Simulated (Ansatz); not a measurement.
Input file:

```yaml
crystal:
  periodic: [false, false, false]
  atoms:
    - {symbol: S, position_ang: [0.000269, -0.039316, 0.002553]}
    - {symbol: H, position_ang: [-0.000565, 1.302022, -0.008600]}
    - {symbol: H, position_ang: [0.047399, 0.005763, 1.468914]}
    - {symbol: H, position_ang: [-0.055378, -0.057052, -1.541538]}
basis:
  gaussian: {orbitals: STO-3G}
total_charge: 1
magnetization: {spin_polarized: false, initial_magnetization: 2}
hamiltonian: {pseudopotentials: {relativity: scalar}}
correlation: {active_space: {ras: {orbitals: [3, 2, 2], electrons: 8, max_holes: 2, max_particles: 2}, fixed_orbitals: true}}
accuracy: high
output: {forces: true}
```

```sh
$ ansatz run in.yaml --threads 1 --pin off --events-out ev --progress --plain --max-ram 2393MiB
```

Log:

```
181 factors; integrals over basis functions are off by at most 1.4e-8 eV
mean field evaluation 1: about -10756.3442 eV, gradient 3.3e0 eV
mean field evaluation 2: about -10756.3938 eV, gradient 3.3e0 eV
mean field evaluation 4: about -10756.4995 eV, gradient 6.1e-1 eV
mean field evaluation 8: about -10756.5301 eV, gradient 7.4e-2 eV
mean field evaluation 16: about -10756.5304 eV, gradient 8.2e-9 eV
mean field -10756.53038859 eV, -395.2952007425 hartree, gradient 8.2e-9 eV, S^2 2.000000; 0 other end points of the search recorded, 0 dependent functions left out
reference -10756.53038859 eV, -395.2952007425 hartree; 10, 8 occupied and 2, 4 virtual orbitals, 181 factors
state -10758.24809562 eV, -395.3583253117 hartree
the calculation of the forces begins
Total energy: -10758.24809562 eV, -395.3583253117 hartree
Relativity: scalar
Atom 0 at     0.000269    -0.039316     0.002553 Å, force    -0.000837    -1.858267     0.500838 eV/Å
Atom 1 at    -0.000565     1.302022    -0.008600 Å, force    -0.007007     1.708879    -0.172254 eV/Å
Atom 2 at     0.047399     0.005763     1.468914 Å, force     0.061087     0.039290     1.492909 eV/Å
Atom 3 at    -0.055378    -0.057052    -1.541538 Å, force    -0.053243     0.110098    -1.821493 eV/Å
Dipole moment:     0.002110     0.261144     0.055726 e Å
```

Forces (eV/Å):
```
S   -0.001 -1.858  0.501
H   -0.007  1.709 -0.172
H    0.061  0.039  1.493
H   -0.053  0.110 -1.821
```

Ran on 1 thread of Arm Neoverse V1, shared host: 0.12 s wall, 0.06 GiB peak host memory.
